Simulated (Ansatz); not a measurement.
Geometry optimisation, UKS B3LYP/def2-SVP (Ansatz).

input.yaml

```yaml
crystal:
  periodic: [false, false, false]
  atoms:
    - { symbol: B, position_ang: [0.0, 0.0, 0.0] }
    - { symbol: F, position_ang: [0.0, 0.0, 1.57] }
    - { symbol: H, position_ang: [1.0305, 0.0, -0.595] }
    - { symbol: H, position_ang: [-1.0305, 0.0, -0.595] }
    - { symbol: H, position_ang: [0.0, 0.0, 2.79] }
magnetization:
  spin_polarized: true
  initial_magnetization: 1
basis:
  gaussian: { orbitals: def2-SVP }
hamiltonian:
  xc: b3lyp
relax:
  f_tol: 0.15
  max_steps: 25
  restrain:
    - { distance: [1, 4], at: 2.12, k: 30.0 }
    - { distance: [0, 1], at: 1.32, k: 30.0 }
```

Command:

```bash
$ ansatz run input.yaml --threads 1 --pin off --max-ram 2048MiB --backend cpu --events-out ev --progress --plain --runs-dir out
```

**Question.** Where does it end, and by what steps?

**Answer.** It converged. The restraints hold the end off the free minimum; the threshold counts their pulls, which the force column leaves out. Restrained pairs: F2–H5 (1.22 → 2.13 Å), B1–F2 (1.57 → 1.32 Å). After 4 steps the energy has fallen by 2.129 eV (the restraints' own energy left out); H5 moved furthest, 0.57 Å.

```csv
step,energy less start (eV),largest force component (eV/Å),accepted
0,0.0000,6.373,yes
1,-1.5428,4.179,yes
2,-1.9138,3.401,yes
3,-2.0082,1.362,yes
4,-2.1286,0.337,yes
```

```xyz
5
Properties=species:S:1:pos:R:3
B 0.000 0.000 -0.093
F 0.000 0.000 1.228
H 1.060 0.000 -0.660
H -1.060 0.000 -0.660
H 0.000 0.000 3.355
```

The run took 8.4 s on 1 thread of Arm Neoverse V1, on a shared host, peak memory 0.11 GiB.
